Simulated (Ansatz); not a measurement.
Reaction (SMILES): P (PH3) → PH3+ (doublet, bonded as P) + e-
B3LYP-D3(BJ)/def2-TZVP geometries, fixed; electronic energies without zero-point terms.

How fast the adiabatic ionisation energy converges with the basis for several methods (Ansatz, a quantum-chemistry and plane-wave program): deviation from each method's own reference, in eV. References: CCSD(T) 9.862 eV, Hartree-Fock in cc-pV(Q+d)Z plus the correlation part extrapolated as X^-3 from cc-pV(T+d)Z and cc-pV(Q+d)Z; HF 8.544 eV, the value in aug-pcseg-3; MP2 9.769 eV, Hartree-Fock in aug-cc-pV(Q+d)Z plus the correlation part extrapolated as X^-3 from aug-cc-pV(T+d)Z and aug-cc-pV(Q+d)Z; PBE 9.774 eV, the value in pcseg-4; PBE0 9.720 eV, the value in pcseg-4; wB97M-V 9.848 eV, the value in pcseg-4. Cartesian d functions, on some or all atoms, in 6-31G*, 6-31G**, 6-311G**, 6-311+G**; all else is spherical. In correlated methods cores are frozen. Open shells are unrestricted. No added dispersion term, no relativity. Functionals ending in -V hold VV10 correlation. 

| basis | functions | CCSD(T) | HF | MP2 | PBE | PBE0 | wB97M-V |
|---|---|---|---|---|---|---|---|
| 3-21G | 19 | -0.832 | 0.163 | -0.773 | [?] | -0.050 | -0.136 |
| pcseg-0 | 19 | -0.851 | 0.152 | -0.791 | [?] | -0.043 | -0.169 |
| 6-31G* | 25 | -0.578 | 0.067 | -0.574 | [?] | -0.019 | -0.054 |
| 6-31G** | 34 | -0.511 | 0.030 | -0.507 | [?] | -0.044 | -0.080 |
| cc-pV(D+d)Z | 38 | -0.348 | 0.034 | -0.352 | [?] | -0.019 | -0.033 |
| 6-311G** | 45 | -0.430 | 0.024 | -0.424 | [?] | -0.019 | -0.026 |
| 6-311+G** | 49 | -0.438 | 0.019 | -0.433 | [?] | -0.025 | -0.034 |
| aug-cc-pV(D+d)Z | 59 | -0.211 | 0.029 | -0.233 | [?] | 0.012 | 0.017 |
| def2-TZVPD | 70 | -0.127 | 0.004 | -0.154 | [?] | 0.001 | 0.001 |
| 6-311++G(3df,3pd) | 101 | -0.108 | 0.010 | -0.127 | [?] | 0.006 | -0.003 |
| aug-pcseg-2 | 119 | -0.129 | 0.009 | -0.146 | [?] | 0.004 | -0.007 |
| def2-QZVPP | 160 | -0.049 | 0.000 | -0.056 | [?] | 0.000 | -0.001 |

Q: What belongs in the gaps?

A: 
- 3-21G, PBE: -0.116
- pcseg-0, PBE: -0.099
- 6-31G*, PBE: -0.055
- 6-31G**, PBE: -0.077
- cc-pV(D+d)Z, PBE: -0.046
- 6-311G**, PBE: -0.022
- 6-311+G**, PBE: -0.032
- aug-cc-pV(D+d)Z, PBE: 0.011
- def2-TZVPD, PBE: 0.000
- 6-311++G(3df,3pd), PBE: 0.005
- aug-pcseg-2, PBE: 0.003
- def2-QZVPP, PBE: -0.002

Mean absolute deviation over 6-311G**, 6-311+G**, def2-TZVPD, 6-311++G(3df,3pd), aug-pcseg-2: PBE0 0.011, PBE 0.012, HF 0.013, wB97M-V 0.014, CCSD(T) 0.246, MP2 0.257 eV.
